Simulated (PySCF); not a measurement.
**Nitrogen: a sound run and one with changed settings**

Sound run: N [He] 2s2 2p3, N⁺ [He] 2s2 2p2. Computed with PySCF 2.14 in aug-cc-pVDZ-DK (4s3p2d, 23 functions), with the spin-free X2C one-electron Hamiltonian (Gaussian nucleus). In the sound run the correlated levels freeze 1s2. The sound run starts from symmetry-adapted Hartree-Fock orbitals and uses a fine grid where one is needed.

Changed run: basis STO-3G, all-electron and non-relativistic. This setting is unsound on purpose.

```json
{"species": "N", "method": "UHF", "sound run (hartree)": "-54.42233", "changed run (hartree)": "-53.71901", "converged": "yes"}
{"species": "N", "method": "TPSS", "sound run (hartree)": "-54.63312", "changed run (hartree)": "-53.90572", "converged": "yes"}
{"species": "N", "method": "r2SCAN", "sound run (hartree)": "-54.60074", "changed run (hartree)": "-53.87648", "converged": "yes"}
{"species": "N", "method": "MP2", "sound run (hartree)": "-54.49735", "changed run (hartree)": "-53.71901", "converged": "yes"}
{"species": "N⁺", "method": "UHF", "sound run (hartree)": "-53.91069", "changed run (hartree)": "-53.24264", "converged": "yes"}
{"species": "N⁺", "method": "TPSS", "sound run (hartree)": "-54.09390", "changed run (hartree)": "-53.41212", "converged": "yes"}
{"species": "N⁺", "method": "r2SCAN", "sound run (hartree)": "-54.05529", "changed run (hartree)": "-53.37344", "converged": "yes"}
{"species": "N⁺", "method": "MP2", "sound run (hartree)": "-53.96554", "changed run (hartree)": "-53.25331", "converged": "yes"}
{"species": "N⁺", "method": "CCSD(T)", "sound run (hartree)": "-53.98878", "changed run (hartree)": "-53.26332", "converged": "yes"}
```

Ionisation energy of N:

```
 method  sound run (eV)  changed run (eV)
    UHF          13.922            12.963
   TPSS          14.673            13.432
 r2SCAN          14.843            13.688
    MP2          14.471            12.672
SCS-MP2          14.253            12.614
```

A minimal basis cannot let orbitals breathe on ionisation and holds almost no correlation. The Hamiltonian changed with the basis, so the totals do not compare.

For comparison, NIST gives 14.534 eV between the lowest levels.
